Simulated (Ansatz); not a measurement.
**Loss of C2H6: C4H8 → C2H2 + C2H6**

Species: C4H8 (trans-2-butene) `C/C=C/C`, singlet; C2H2 (acetylene) `C#C`, singlet; C2H6 `CC`, singlet. 

Shapes, held fixed at every level: PBE0-D4/def2-TZVP. Programs: Ansatz 0.2.0. The zero-point and thermal change to 298 K, harmonic and unscaled (PBE0-D4/def2-TZVP), is -11.7 kJ/mol.

**What was measured.** Tabulated heats of formation (Active Thermochemical Tables): C4H8 -11.2; C2H2 +228.3; C2H6 -83.8 kJ/mol, which give ΔH(298 K) = +155.7 kJ/mol.

```csv
level,kind,ΔH (kJ/mol),computed − measured
HF/def2-SVP,Hartree–Fock,+155.2,-0.6
HF/def2-TZVPP,Hartree–Fock,+140.4,-15.3
PBE-D4/def2-TZVPP,GGA,+179.0,+23.3
r2SCAN0-D4/def2-TZVPP,global hybrid,+182.8,+27.1
wB97X-V/def2-TZVPP,range-separated hybrid,+172.5,+16.8
MP2/def2-SVP,perturbation theory,+162.4,+6.7
CCSD/def2-TZVPP,coupled cluster or CI,+154.2,-1.5
CCSD(T)/CBS estimate,coupled cluster or CI,+155.6,-0.2
```

Nearest: CCSD(T)/CBS estimate (-0.2); farthest: r2SCAN0-D4/def2-TZVPP (+27.1). 4 of 8 levels lie within 10 kJ/mol. The CBS estimate extrapolates MP2 from def2-TZVPP and def2-QZVPP and adds CCSD(T) − MP2 in the triple-zeta set, cores frozen.
